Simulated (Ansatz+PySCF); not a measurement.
Values are calculated unless marked as measured or tabulated.
Input for PySCF 2.14.0:

```python
from pyscf import gto, scf, cc

mol = gto.M(atom="""
C 0.000000 0.000000 -0.150770
H 0.000000 0.000000 0.904630
""", basis='def2-svp', charge=1, spin=0)
mf = scf.UHF(mol)
mf.kernel()
mycc = cc.CCSD(mf, frozen=1).run()
et = mycc.ccsd_t()
print(mf.e_tot, mycc.e_corr, et, mycc.e_tot + et)
```

The script is written out from the run's settings.

The run gave:

```yaml
Converged: yes
Reference_energy: -37.85570 hartree
CCSD_correlation_energy: -0.09789 hartree
Triples_correction: -0.00150 hartree
Total_energy: -37.95510 hartree
```

This is not the lowest solution: another run reaches a determinant 0.31 eV lower.
